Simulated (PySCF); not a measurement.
## PH2, doublet: reading a ladder of total energies

Geometry: MP2(full)/6-31G*, from the G2/97 set.

| atom | x (Å) | y (Å) | z (Å) |
| --- | --- | --- | --- |
| P | 0.0000 | 0.0000 | 0.0599 |
| H | 0.0000 | 1.0256 | -0.9209 |
| H | 0.0000 | -1.0256 | -0.9209 |

Basis STO-3G; PySCF 2.14.0. Correlated methods freeze the noble-gas cores, which leaves 7 electrons in 6 orbitals. R marks a restricted (for open shells ROHF) determinant, U an unrestricted one.

Full CI is exact within this basis and frozen core; it isn't the basis-set limit. The frozen core follows each run's orbitals, which can shift R against U totals by a few meV.

Restricted and unrestricted runs freeze slightly different cores, so steps under 0.1 kcal/mol mean nothing.

```
   level  total energy (hartree)
     UHF             -338.028275
    UMP2             -338.056249
   UCCSD             -338.071551
UCCSD(T)             -338.071597
  UCCSDT             -338.071618
 full CI             -338.071612
```

Q: What is the correlation energy at full CI, and what share of it do UMP2 and UCCSD recover?

A: E(corr) = -338.071612 − (-338.028275) = -0.043337 hartree = -1.179 eV. UMP2: -0.027974 / -0.043337 = 64.55 %. UCCSD: -0.043276 / -0.043337 = 99.86 %.

Q: By how many kcal/mol does UCCSD(T) miss full CI (1 hartree = 627.509 kcal/mol), and which steps make up the rest?

A: -338.071597 − (-338.071612) = 0.000015 hartree = 0.01 kcal/mol. Steps: UCCSDT − UCCSD(T) = -0.01, full CI − UCCSDT = 0.00 kcal/mol. That is within 1 kcal/mol of the reference in this basis, which itself misses far more of the correlation at the basis-set limit.
